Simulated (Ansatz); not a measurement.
Molecule: AlCl$_{3}$, net charge 0, singlet state. 
Geometry from a B3LYP-D3(BJ)/def2-TZVP (Ansatz, a first-principles code) optimisation:
SMILES: [Cl][Al]([Cl])[Cl]
```xyz
4

Al     0.0000     0.0000     0.0000
Cl    -0.0059     2.0762     0.0283
Cl     1.8011    -1.0328    -0.0289
Cl    -1.7952    -1.0434     0.0007
```
Charge 0, spin multiplicity 1.

Basis-set convergence of Hartree-Fock and MP2 correlation energies (hartree) with Ansatz. Valence correlation only, unless marked. No spin-orbit coupling. Non-relativistic.

| basis | functions | E(HF) | E(corr, MP2) |
|---|---|---|---|
| cc-pV(D+d)Z | 92 | -1620.66389 | -0.46255 |
| cc-pV(T+d)Z | 156 | -1620.72367 | -0.62642 |
| cc-pV(Q+d)Z | 256 | -1620.73709 | -0.69124 |

Extrapolating the two largest sets (X = 3 and 4) as X^-3: E(corr) = (64·(-0.69124) - 27·(-0.62642))/37 = -0.7385 Eh, an estimate of the basis-set limit. The largest set recovers 93.6 % of it, the smallest 62.6 %.
